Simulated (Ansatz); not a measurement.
System: 1T (CdI2-type) CdI2. Method: PBEsol (PAW; Ansatz, a quantum-chemistry and plane-wave program).

Settings: plane-wave cutoff 520 eV, 12×12×6 k mesh (along the axes of the cell as run), scalar-relativistic PAW data made under PBE.

Computed at the level's own relaxed cell.

```yaml
crystal:
  lattice:
    - [4.22068, 0.00000, 0.00000]
    - [-2.11034, 3.65521, 0.00000]
    - [0.00000, 0.00000, 6.97383]
  atoms:
    - { symbol: Cd, position: [0.00000, 0.00000, 0.00000] }
    - { symbol: I, position: [0.33333, 0.66667, 0.24431] }
    - { symbol: I, position: [0.66667, 0.33333, 0.75569] }
```

Task: Give the elastic tensor (Voigt notation, GPa, ions relaxed, in the Cartesian axes of the cell as printed).

Result: 
```
   40.0    14.1     3.9    -0.3     0.0     0.0
   14.1    40.0     3.9     0.3     0.0     0.0
    3.9     3.9    10.0     0.0     0.0     0.0
   -0.3     0.3     0.0     2.9     0.0     0.0
    0.0     0.0     0.0     0.0     2.9    -0.3
    0.0     0.0     0.0     0.0    -0.3    12.9
```

Note: the cell comes from a level without a dispersion term, which matters for the spacing of layers, chains or molecules; the cell has widely spaced layers and the level no dispersion term, so their spacing and the moduli can rest on weak binding.

Computed values are for the static lattice.
